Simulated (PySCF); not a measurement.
Zinc-blende AlP: correlation energy from several methods in one and the same small orbital space (PySCF; 2 atoms at the zone centre, 8 electrons in 20 orbitals, empty ones MP2 natural orbitals of a TZ basis, lattice constant set to 5.463 Å). It tests the methods against each other and lies far from the crystal's limit.

Full CI gives -2.3596 eV per atom.

**Question.** What share of it do MP2, CCSD, CCSD(T), CCSDT, CCSDT(Q) recover?

**Answer.** MP2 71.0 %; CCSD 97.1 %; CCSD(T) 99.1 %; CCSDT 99.8 %; CCSDT(Q) 99.9 %.

```json
[
 {"method": "MP2", "E_corr (eV per atom)": "-1.6754", "share of full CI (%)": "71.0", "error (meV)": "684"},
 {"method": "CCSD", "E_corr (eV per atom)": "-2.2906", "share of full CI (%)": "97.1", "error (meV)": "69"},
 {"method": "CCSD(T)", "E_corr (eV per atom)": "-2.3392", "share of full CI (%)": "99.1", "error (meV)": "20"},
 {"method": "CCSDT", "E_corr (eV per atom)": "-2.3540", "share of full CI (%)": "99.8", "error (meV)": "6"},
 {"method": "CCSDT(Q)", "E_corr (eV per atom)": "-2.3581", "share of full CI (%)": "99.9", "error (meV)": "2"},
 {"method": "full CI", "E_corr (eV per atom)": "-2.3596", "share of full CI (%)": "100.0", "error (meV)": "0"}
]
```

The Hartree–Fock determinant has a weight of 0.87 in the full CI state.

MP2, (T) and (Q) use filled levels shifted down by the Madelung term, which in so small a cell is a large part of the gap, so these rows hang on it.
